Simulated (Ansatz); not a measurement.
Barrier Cl + CH4 (SMILES C) via CH4Cl, on the benchmark's geometries as Psi4's copy gives them; open shells unrestricted, no zero-point energy, no spin–orbit coupling.
Transition structure (charge 0, multiplicity 2, Z-matrix in Å and degrees):
```
C
H 1 1.0819
H 1 1.0819 2 116.30
H 1 1.0819 2 116.30 3 142.70
H 1 1.3965 2 101.23 4 108.65
Cl 5 1.4514 2 146.55 1 -179.99
```

Frozen-core correlation. MP2 and its Hartree–Fock in aug-cc-pV(Q+d)Z are density fitted.

Programs: Ansatz (an electronic-structure program). 

The barrier height is − E(Cl) − E(CH4) + E(TS). Total energies (hartree):

```csv
level,Cl,CH4,TS
HF/aug-cc-pV(T+d)Z,-459.4860891,-40.2136260,-499.6664762
MP2/aug-cc-pV(T+d)Z,-459.6479836,-40.4144545,-500.0512062
HF/aug-cc-pV(Q+d)Z,-459.4892389,-40.2162651,-499.6720574
MP2/aug-cc-pV(Q+d)Z,-459.6662048,-40.4273326,-500.0829384
CCSD(T)/aug-cc-pV(T+d)Z,-459.6778579,-40.4409156,-500.1066869
```

**Question.** Work out the barrier height at the basis-set limit: extrapolate the MP2 correlation part as X⁻³, take Hartree–Fock from the larger set, and add the CCSD(T) − MP2 difference of aug-cc-pV(T+d)Z.

**Answer.** 
1. Differences (1 hartree = 627.509 kcal/mol): HF/aug-cc-pV(T+d)Z 20.858; MP2/aug-cc-pV(T+d)Z 7.048; HF/aug-cc-pV(Q+d)Z 20.988; MP2/aug-cc-pV(Q+d)Z 6.651; CCSD(T)/aug-cc-pV(T+d)Z 7.584.
2. Correlation parts, MP2 less HF: -13.810 in aug-cc-pV(T+d)Z (X = 3), -14.337 in aug-cc-pV(Q+d)Z (X = 4).
3. Limit (4³·(-14.337) − 3³·(-13.810))/(4³ − 3³) = -14.722; with HF/aug-cc-pV(Q+d)Z it gives 6.266.
4. CCSD(T) less MP2 in aug-cc-pV(T+d)Z: 0.536.
Result: 6.80 kcal/mol, against 7.05 at MP2/aug-cc-pV(T+d)Z. It is an estimate of this method's limit, not of the exact value.
